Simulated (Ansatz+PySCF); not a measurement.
Two shapes of doublet C2H5O.

Shape 1:

```xyz
8

H    -2.1894    0.2415   -0.2347
C    -1.2516   -0.2515   -0.0146
C     0.0088    0.5226    0.0427
O     1.1131   -0.3739   -0.0584
H     1.9152    0.1224    0.1272
H    -1.2528   -1.2836    0.3101
H     0.0265    1.2753   -0.7633
H     0.0580    1.0637    0.9508
```

Shape 2:

```xyz
8

H    -2.1898    0.2371   -0.2422
C    -1.2520   -0.2560   -0.0221
C     0.0084    0.5181    0.0352
O     1.1126   -0.3784   -0.0659
H     1.9148    0.1180    0.1197
H    -1.2532   -1.2881    0.3026
H     0.0261    1.2709   -0.7708
H     0.0608    1.0950    1.0034
```

Basis set: cc-pVTZ (spherical functions). Frozen core: 3 orbitals. Correlation on ROHF uses semicanonical orbitals with singles. Charge 0, multiplicity 2.

Computed with Ansatz (development build ahead of 0.2.0) and PySCF 2.14.0; each method stands on the lowest determinant of its kind that the runs found.

Q: Which shape is lower in energy, and by how much in each method?

A:

| method | E(2) − E(1) (eV) |
| --- | --- |
| ROHF | 0.004 |
| UHF | 0.002 |
| ROHF-MP2 | -0.016 |
| UHF-MP2 | -0.016 |

Shape 2 is lower, bar methods that put the two within 0.005 eV.
